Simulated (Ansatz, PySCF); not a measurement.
Species: phosphine, PH₃ (charge 0, singlet). SMILES: P
Geometry: optimised at B3LYP-D3(BJ)/def2-TZVP (Ansatz, a first-principles code).


Wanted: enthalpy of formation at 298 K (from the atomisation energy, B3LYP-D3(BJ)/def2-TZVP harmonic zero-point and thermal terms from PySCF, and the atoms' enthalpies of formation in the G2/97 table; no spin-orbit terms, and no core term in the frozen-core levels), in kcal/mol. Valence correlation only, unless marked. Open shells are spin-unrestricted. No spin-orbit coupling. Non-relativistic. FCI takes restricted orbitals. The coupled-cluster limit lacks core correlation, which all-electron functionals hold. CBS(X,Y): correlation extrapolated as X^-3; Hartree-Fock from the larger set.

Measured: 1.3 kcal/mol (G2/97 table in ASE (Curtiss et al.)); it holds spin-orbit and relativistic effects, which these rows lack, and core correlation, which the frozen-core levels lack. This is an older compilation, not checked against later work.

| level | program | enthalpy of formation at 298 K (kcal/mol) | error against measurement |
|---|---|---|---|
| HF/cc-pV(D+d)Z | Ansatz | 74.6 | 73.3 |
| HF/cc-pV(T+d)Z | Ansatz | 71.3 | 70.0 |
| CCSD/aug-cc-pV(Q+d)Z | Ansatz | 5.4 | 4.1 |
| CCSD(T)/def2-TZVPPD | Ansatz | 7.6 | 6.3 |
| CCSD(T)/aug-cc-pV(Q+d)Z | Ansatz | 3.4 | 2.1 |
| FCI/6-31G | Ansatz | 66.4 | 65.1 |
| CCSD(T)/CBS(aug-cc-pV(T+d)Z,aug-cc-pV(Q+d)Z) | Ansatz | 1.2 | -0.1 |
